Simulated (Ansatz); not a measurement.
Process, species as SMILES: [CH2]Cl (CH2-Cl) → C atom + Cl atom + 2 H atom
B3LYP-D3(BJ)/def2-TZVP geometries, fixed; electronic energies without zero-point terms.
Largest species:
```xyz
4

C      0.0123    -0.2448    -1.0869
Cl    -0.0064     0.1282     0.5693
H      0.9694    -0.3350    -1.5718
H     -0.9338    -0.3757    -1.5841
```
Charge 0, spin multiplicity 2.

The atomisation energy at MP2 with Ansatz (a program for electronic structure), in kcal/mol, split into its Hartree-Fock and correlation parts. Cores are frozen. Open shells are unrestricted. No added dispersion term, no relativity. Functions are those of the species that has most.

| basis | X | functions | Hartree-Fock | MP2 |
|---|---|---|---|---|
| aug-cc-pV(D+d)Z | 2 | 73 | 209.36 | 270.55 |
| aug-cc-pV(T+d)Z | 3 | 147 | 213.39 | 285.09 |
| aug-cc-pV(Q+d)Z | 4 | 261 | 213.86 | 289.15 |

Worked estimate of the basis-set limit from each neighbouring pair, with Hartree-Fock from the larger set and the correlation part extrapolated as X^-3.
Correlation parts: X = 2: 61.19, X = 3: 71.70, X = 4: 75.29.
- (2,3): (27·(71.70) - 8·(61.19))/19 = 76.13; with Hartree-Fock 213.39 the estimate is 289.52 kcal/mol.
- (3,4): (64·(75.29) - 27·(71.70))/37 = 77.91; with Hartree-Fock 213.86 the estimate is 291.77 kcal/mol.
The last two estimates differ by 2.25 kcal/mol; the largest set lies 2.62 from the last. Over the last step Hartree-Fock moves by 0.47 and the correlation part by 3.59.
